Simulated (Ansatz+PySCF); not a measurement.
Two shapes of doublet C2H.

Shape 1:

```xyz
3

H     0.0000    0.0000   -1.5530
C     0.0000    0.0000   -0.4767
C     0.0000    0.0000    0.7355
```

Shape 2:

```xyz
3

H    -0.0107    0.0462   -1.5373
C     0.0240   -0.0382   -0.4981
C     0.0095    0.0308    0.7737
```

Basis set: def2-SVP (spherical functions). Left uncorrelated: 2 orbitals. Charge 0, multiplicity 2.

Computed with Ansatz (development build ahead of 0.2.0); each method stands on the lowest determinant of its kind that the runs found.

Question: Which shape is lower in energy, and by how much in each method?

Answer:

```json
{"method": "UHF", "E(2) − E(1) (eV)": "0.112"}
{"method": "UHF-CCSD", "E(2) − E(1) (eV)": "0.145"}
{"method": "PBE (restricted open-shell)", "E(2) − E(1) (eV)": "0.096"}
{"method": "PBE0 (restricted open-shell)", "E(2) − E(1) (eV)": "0.196"}
{"method": "r²SCAN (restricted open-shell)", "E(2) − E(1) (eV)": "0.160"}
```

Shape 1 is lower. Caution for UHF, UHF-CCSD: the unrestricted determinant is spin contaminated. Caution for UHF-CCSD: a plain start can end on a higher determinant.
